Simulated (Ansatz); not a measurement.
in.yaml

```yaml
crystal:
  periodic: [false, false, false]
  atoms:
    - {symbol: Ge, position_ang: [-0.052944, -0.610660, 0.000000]}
    - {symbol: Cl, position_ang: [0.036814, 0.646851, -1.743347]}
    - {symbol: Cl, position_ang: [0.036814, 0.646851, 1.743347]}
    - {symbol: H, position_ang: [1.225785, -1.495398, 0.000000]}
basis:
  gaussian: {orbitals: cc-pVDZ}
magnetization: {spin_polarized: false, initial_magnetization: 3}
correlation: {method: sc_nevpt2, electrons: outside_noble_gas, active_space: {window: {electrons: 19, orbitals: 13}, shells: [{species: Cl, l: s, shell: 3}, {species: Cl, l: p, shell: 3}, {species: Ge, l: s, shell: 4}, {species: Ge, l: p, shell: 4}, {species: H, l: s, shell: 1}]}}
```

```sh
$ ansatz run in.yaml --threads 2 --pin off --events-out ev --progress --plain --max-ram 15360MiB --backend cuda --devices 0, --max-vram 18GiB
```

The program prints:

```
1359 factors; integrals over basis functions are off by at most 2.2e-7 eV
mean field evaluation 1: about -81488.5776 eV, gradient 1.0e1 eV
mean field evaluation 2: about -81488.5844 eV, gradient 1.0e1 eV
mean field evaluation 4: about -81489.3058 eV, gradient 1.7e0 eV
mean field evaluation 8: about -81489.3304 eV, gradient 1.3e-1 eV
mean field evaluation 16: about -81490.1655 eV, gradient 2.6e0 eV
mean field evaluation 32: about -81489.3343 eV, gradient 2.5e-1 eV
mean field evaluation 64: about -81486.6675 eV, gradient 2.0e1 eV
mean field evaluation 96: about -81488.8564 eV, gradient 6.0e0 eV
mean field evaluation 128: about -81489.1980 eV, gradient 7.2e-1 eV
mean field evaluation 160: about -81489.2235 eV, gradient 1.0e1 eV
mean field evaluation 192: about -81490.2244 eV, gradient 1.8e0 eV
mean field evaluation 224: about -81490.3687 eV, gradient 3.1e-1 eV
mean field evaluation 256: about -81489.8087 eV, gradient 5.3e-3 eV
mean field evaluation 288: about -81489.2907 eV, gradient 8.1e-1 eV
mean field -81490.37109274 eV, -2994.7159015009 hartree, gradient 2.3e-6 eV, S^2 3.750000; 21 other end points of the search recorded, 0 dependent functions left out
reference -81490.37109274 eV, -2994.7159015009 hartree; 35, 32 occupied and 33, 36 virtual orbitals, 1359 factors
state -81491.34321357 eV, -2994.7516262825 hartree
state -81491.34321357 eV, -2994.7516262825 hartree; corrected -81498.72642288 eV, -2995.0229542200 hartree
Total energy: -81498.72642288 eV, -2995.0229542200 hartree
Checks for a lower state left out: starts, orbital_swaps
```

Ran on 2 threads of AMD EPYC 7R13 with a shared H100 80 GB, shared host: 9 s wall, 0.82 GiB peak host memory.
